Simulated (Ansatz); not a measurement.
Gas-phase electronic energies from Ansatz, PBE0-D4/def2-TZVP geometries. CCSD(T)/CBS adds triple-zeta CCSD(T) − MP2 to the extrapolated MP2 energy (def2 sets, frozen cores). This one scheme is used for every species. Functionals use def2-TZVPP. B3LYP here is the variant with VWN-RPA as its local correlation; programs differ in this. One conformer a species, not always the lowest.

Reaction (substitution at a C–C bond): `FCC(=S)S` + `C#CCO` → `C#CCOCF` + `S=CS`

`FCC(=S)S`:

Z-matrix (Å, degrees):
```
C
C 1 1.508
F 1 1.379 2 114.2
H 1 1.092 2 108.4 3 120.9
H 1 1.093 2 108.4 3 -120.8
S 2 1.720 1 119.1 3 0.9
S 2 1.624 1 119.0 3 -179.3
H 6 1.347 2 97.4 1 -0.2
```

`C#CCO`:

```xyz
8

C    -0.125   -1.868   -0.012
C    -0.012   -0.688    0.181
C     0.094    0.752    0.379
O     0.404    1.459   -0.802
H    -0.214   -2.915   -0.177
H    -0.838    1.117    0.833
H     0.900    0.967    1.085
H    -0.207    1.176   -1.487
```

`C#CCOCF`:

```xyz
11

C     0.183    2.358   -0.127
C    -0.173    1.310    0.335
C    -0.606    0.032    0.887
O     0.334   -1.013    0.685
C     0.539   -1.348   -0.627
F    -0.575   -1.971   -1.154
H     0.497    3.292   -0.530
H    -0.723    0.115    1.969
H    -1.577   -0.245    0.464
H     1.365   -2.060   -0.649
H     0.736   -0.470   -1.253
```

`S=CS`:

```xyz
5

S    -1.238    1.093    0.521
C    -0.292   -0.208    0.405
S     1.018   -0.497   -0.672
H    -0.429   -1.072    1.059
H     0.942    0.684   -1.313
```

| level | ΔE (kJ/mol) | difference from CCSD(T)/CBS |
| --- | --- | --- |
| PBE-D4 | 15.5 | 1.2 |
| r2SCAN-D4 | 13.6 | -0.7 |
| PBE0-D4 | 15.3 | 1.0 |
| B3LYP-D4 | 10.9 | -3.4 |
| ωB97X-V | 9.2 | -5.1 |
| ωB97M-V | 11.9 | -2.4 |
| B2PLYP | 9.8 | -4.5 |
| PBE | 14.1 | -0.2 |
| r2SCAN | 13.5 | -0.8 |
| PBE0 | 14.1 | -0.2 |
| B3LYP | 8.3 | -6.0 |
| HF/def2-TZVPP | -0.2 | -14.5 |
| MP2/def2-TZVPP | 14.7 | 0.4 |
| SCS-MP2/def2-TZVPP | 9.5 | -4.8 |
| CCSD/def2-TZVPP | 7.7 | -6.6 |
| CCSD(T)/def2-TZVPP | 9.0 | -5.3 |
| HF/def2-QZVPP | 0.1 | -14.2 |
| MP2/def2-QZVPP | 17.9 | 3.6 |
| SCS-MP2/def2-QZVPP | 12.6 | -1.7 |
| HF/CBS(def2) | 0.2 | -14.1 |
| MP2/CBS(def2) | 20.0 | 5.7 |
| CCSD/CBS(def2) | 13.0 | -1.3 |
| CCSD(T)/CBS | 14.3 | 0 |

Largest T1 diagnostic among the species: 0.018.

In def2-TZVPP, CCSD(T) changes the Hartree–Fock value by +9.2 kJ/mol (the triples alone add +1.3 kJ/mol) and MP2 by +14.9 kJ/mol.
